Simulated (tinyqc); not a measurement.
Worked calculation: UKS/LDA (VWN5) in the sto-3g basis, for CH2, spin multiplicity 3. One step of it, computed by the program tinyqc.

Question. Iteration 8 (converged): orbitals. Diagonalise F' = X^T F X, C = X C', fill 5 alpha and 3 beta electrons from the bottom; D(s) = C_occ C_occ^T. Each column has its largest component positive (the first on a tie).

converged F(alpha) (hartree), order 1C 1s, 1C 2s, 1C 2px, 1C 2py, 1C 2pz, 2H 1s, 3H 1s:
```
[[-9.527736, -2.652387, 0.000000, -0.000689, -0.000565, -0.566546, -0.467703],
 [-2.652387, -1.164737, 0.000000, -0.010216, -0.037502, -0.462191, -0.403420],
 [0.000000, 0.000000, -0.089036, 0.000000, 0.000000, 0.000000, 0.000000],
 [-0.000689, -0.010216, 0.000000, -0.144886, -0.006159, -0.208552, 0.189503],
 [-0.000565, -0.037502, 0.000000, -0.006159, -0.123332, -0.146798, -0.135380],
 [-0.566546, -0.462191, 0.000000, -0.208552, -0.146798, -0.271152, -0.122852],
 [-0.467703, -0.403420, 0.000000, 0.189503, -0.135380, -0.122852, -0.230166]]
```

converged F(beta) (hartree), order 1C 1s, 1C 2s, 1C 2px, 1C 2py, 1C 2pz, 2H 1s, 3H 1s:
```
[[-9.494653, -2.629551, 0.000000, -0.000777, -0.006958, -0.562354, -0.464219],
 [-2.629551, -1.052064, 0.000000, -0.010917, -0.083413, -0.437147, -0.381884],
 [0.000000, 0.000000, 0.051677, 0.000000, 0.000000, 0.000000, 0.000000],
 [-0.000777, -0.010917, 0.000000, -0.070989, -0.006136, -0.198053, 0.180076],
 [-0.006958, -0.083413, 0.000000, -0.006136, 0.000118, -0.145152, -0.133755],
 [-0.562354, -0.437147, 0.000000, -0.198053, -0.145152, -0.258942, -0.118133],
 [-0.464219, -0.381884, 0.000000, 0.180076, -0.133755, -0.118133, -0.220896]]
```

X, order 1C 1s, 1C 2s, 1C 2px, 1C 2py, 1C 2pz, 2H 1s, 3H 1s:
```
[[-0.303178, 0.092732, 0.764476, 0.000000, -0.599310, -0.016415, 0.182980],
 [1.105895, -0.245414, -0.332736, 0.000000, -0.297854, -0.031344, 0.448708],
 [0.000000, 0.000000, 0.000000, 1.000000, 0.000000, 0.000000, 0.000000],
 [0.280329, 0.965375, -0.004500, 0.000000, 0.008218, 0.621013, 0.036746],
 [0.546572, -0.123160, 0.627663, 0.000000, 0.648931, -0.018810, 0.216803],
 [-0.990964, -0.592304, -0.165344, 0.000000, 0.135452, 0.358013, 0.395536],
 [-0.522961, 0.938392, -0.179921, 0.000000, 0.143539, -0.421939, 0.339577]]
```

Give: F' = X^T F X; orbital energies; coefficients C; F' = X^T F X; orbital energies; coefficients C; D(alpha) after iteration 8; D(beta) after iteration 8.

Answer.

F' = X^T F X (alpha) (hartree):
```
[[0.2080, 0.0765, 0.6330, 0.0000, -0.4666, -0.0038, 0.1510],
 [0.0765, 0.2984, -0.2557, 0.0000, 0.2155, 0.0356, -0.0841],
 [0.6330, -0.2557, -4.1697, 0.0000, 4.0936, 0.1457, -2.0262],
 [0.0000, 0.0000, 0.0000, -0.0890, 0.0000, 0.0000, 0.0000],
 [-0.4666, 0.2155, 4.0936, 0.0000, -4.3307, -0.1551, 2.1621],
 [-0.0038, 0.0356, 0.1457, 0.0000, -0.1551, -0.2928, 0.0774],
 [0.1510, -0.0841, -2.0262, 0.0000, 2.1621, 0.0774, -1.5784]]
```

orbital energies (alpha) (hartree): [-9.5385, -0.5117, -0.2890, -0.1644, -0.0890, 0.2847, 0.3538]

coefficients C (alpha), order 1C 1s, 1C 2s, 1C 2px, 1C 2py, 1C 2pz, 2H 1s, 3H 1s:
```
[[0.9899, -0.2379, 0.0146, 0.1178, 0.0000, 0.1364, 0.0929],
 [0.0421, 0.7551, -0.0633, -0.5216, 0.0000, -0.7388, -0.5396],
 [0.0000, 0.0000, 0.0000, 0.0000, 1.0000, 0.0000, 0.0000],
 [0.0008, 0.0283, 0.5719, -0.0083, 0.0000, 0.5375, -0.8836],
 [0.0046, 0.0983, 0.0118, 0.7929, 0.0000, -0.6109, -0.4057],
 [-0.0104, 0.2640, 0.4152, 0.2425, 0.0000, 0.2759, 1.1340],
 [-0.0092, 0.2152, -0.4418, 0.2677, 0.0000, 1.0691, -0.2103]]
```

F' = X^T F X (beta) (hartree):
```
[[0.2598, 0.0767, 0.6240, 0.0000, -0.4724, 0.0038, 0.1915],
 [0.0767, 0.3484, -0.2529, 0.0000, 0.2175, 0.0752, -0.0922],
 [0.6240, -0.2529, -4.0843, 0.0000, 4.1580, 0.1455, -2.0353],
 [0.0000, 0.0000, 0.0000, 0.0517, 0.0000, 0.0000, 0.0000],
 [-0.4724, 0.2175, 4.1580, 0.0000, -4.2299, -0.1536, 2.1419],
 [0.0038, 0.0752, 0.1455, 0.0000, -0.1536, -0.2527, 0.0775],
 [0.1915, -0.0922, -2.0353, 0.0000, 2.1419, 0.0775, -1.5331]]
```

orbital energies (beta) (hartree): [-9.5043, -0.4481, -0.2551, -0.0258, 0.0517, 0.3336, 0.4080]

coefficients C (beta), order 1C 1s, 1C 2s, 1C 2px, 1C 2py, 1C 2pz, 2H 1s, 3H 1s:
```
[[0.9905, -0.2139, 0.0122, 0.1554, 0.0000, 0.1397, 0.0846],
 [0.0396, 0.6493, -0.0512, -0.6703, 0.0000, -0.7545, -0.4906],
 [0.0000, 0.0000, 0.0000, 0.0000, 1.0000, 0.0000, 0.0000],
 [0.0008, 0.0309, 0.5068, 0.0111, 0.0000, 0.5030, -0.9417],
 [0.0052, 0.1635, -0.0079, 0.7250, 0.0000, -0.6858, -0.3918],
 [-0.0099, 0.3311, 0.4488, 0.2691, 0.0000, 0.3317, 1.0815],
 [-0.0087, 0.2701, -0.5024, 0.2832, 0.0000, 1.0134, -0.2603]]
```

D(alpha) after iteration 8, order 1C 1s, 1C 2s, 1C 2px, 1C 2py, 1C 2pz, 2H 1s, 3H 1s:
```
[[1.0506, -0.2004, 0.0000, 0.0014, 0.0748, -0.0385, -0.0352],
 [-0.2004, 0.8480, 0.0000, -0.0105, -0.3399, 0.0461, 0.0504],
 [0.0000, 0.0000, 1.0000, 0.0000, 0.0000, 0.0000, 0.0000],
 [0.0014, -0.0105, 0.0000, 0.3279, 0.0030, 0.2429, -0.2488],
 [0.0748, -0.3399, 0.0000, 0.0030, 0.6385, 0.2231, 0.2281],
 [-0.0385, 0.0461, 0.0000, 0.2429, 0.2231, 0.3010, -0.0616],
 [-0.0352, 0.0504, 0.0000, -0.2488, 0.2281, -0.0616, 0.3132]]
```

D(beta) after iteration 8, order 1C 1s, 1C 2s, 1C 2px, 1C 2py, 1C 2pz, 2H 1s, 3H 1s:
```
[[1.0270, -0.1002, 0.0000, 0.0003, -0.0299, -0.0752, -0.0725],
 [-0.1002, 0.4259, 0.0000, -0.0059, 0.1068, 0.1916, 0.2008],
 [0.0000, 0.0000, 0.0000, 0.0000, 0.0000, 0.0000, 0.0000],
 [0.0003, -0.0059, 0.0000, 0.2578, 0.0011, 0.2377, -0.2463],
 [-0.0299, 0.1068, 0.0000, 0.0011, 0.0268, 0.0505, 0.0481],
 [-0.0752, 0.1916, 0.0000, 0.2377, 0.0505, 0.3111, -0.1360],
 [-0.0725, 0.2008, 0.0000, -0.2463, 0.0481, -0.1360, 0.3254]]
```
